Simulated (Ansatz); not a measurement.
Barrier from H (doublet) + HO (SMILES [OH], doublet) to the saddle point below; all geometries are those of the HTBH38 set.
```xyz
3

H      0.0000     0.0000     0.8603
O      0.0000     0.0000    -0.3290
H      0.0000     0.0000     1.7719
```
Charge 0, spin multiplicity 3.

Total energies in hartree (Ansatz, a quantum-chemistry and plane-wave program). UHF or UKS for unpaired electrons; spin-orbit terms are left out. Cores are frozen in correlated methods. No relativity. For partners of very few electrons the exact lower level stands in for a higher one. The UHF reference of H2O (saddle point or complex, triplet) is spin-contaminated (<S^2> up to 0.06 over the pure value in the sets run).

```tsv
species	HF/aug-cc-pVTZ	CCSD(T)/aug-cc-pVTZ	HF/aug-cc-pVQZ	CCSD(T)/aug-cc-pVQZ	CCSDT(Q)/aug-cc-pVTZ
1: H (doublet)	-0.49982	-0.49982	-0.49995	-0.49995	-0.49982
2: HO (SMILES [OH], doublet)	-75.42167	-75.64557	-75.42667	-75.66449	-75.64612
3: H2O (complex or saddle point, triplet)	-75.89400	-76.12958	-75.89890	-76.14782	-76.13052
```

Task: Work out the barrier height (electronic, no zero-point energy) in kcal/mol: take Hartree-Fock from aug-cc-pVQZ, extrapolate the CCSD(T) correlation energy as X^-3 (X = 3, 4), and add CCSDT(Q) - CCSD(T) in aug-cc-pVTZ. 1 hartree = 627.51 kcal/mol.

Result: 
Species 1: correlation (64·(0.00000) - 27·(0.00000))/37 = 0.00000; step +0.00000; E1 = -0.49995 + (0.00000) + (+0.00000) = -0.49995
Species 2: correlation (64·(-0.23782) - 27·(-0.22390))/37 = -0.24798; step -0.00055; E2 = -75.42667 + (-0.24798) + (-0.00055) = -75.67520
Species 3: correlation (64·(-0.24892) - 27·(-0.23558))/37 = -0.25865; step -0.00094; E3 = -75.89890 + (-0.25865) + (-0.00094) = -76.15849
-1·E1 -1·E2 +1·E3 = 0.01666 hartree = 10.5 kcal/mol. Published benchmark value: 10.7 kcal/mol (Zhao et al., J. Phys. Chem. A 109, 2012 (2005), HTBH38), a best estimate, not a measurement. The composite differs from it by -0.2 kcal/mol; core, relativistic and spin-orbit terms are not in it.
